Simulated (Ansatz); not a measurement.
Molecule: CH3S, net charge 0, doublet state. It need not be the lowest isomer of its formula. 
Structure (B3LYP-D3(BJ)/def2-TZVP (Ansatz, a quantum-chemistry and plane-wave program) minimum search):
```
C
H 1 1.0894
H 1 1.0894 2 110.92
H 1 1.0953 2 107.93 3 118.03
S 1 1.7974 2 111.69 4 116.67
```
Charge 0, spin multiplicity 2.

Basis-set convergence of Hartree-Fock and CCSD correlation energies (hartree) with Ansatz. Valence correlation only, unless marked. UHF or UKS for open shells. No spin-orbit coupling. Non-relativistic.

```tsv
basis	functions	E(HF)	E(corr, CCSD)
def2-SVP	47	-436.96317	-0.28550
def2-TZVPP	115	…	…
```

Problem. Some entries are withheld; supply them.

Solution. 
- def2-TZVPP, E(HF): -437.14718
- def2-TZVPP, E(corr, CCSD): -0.35987
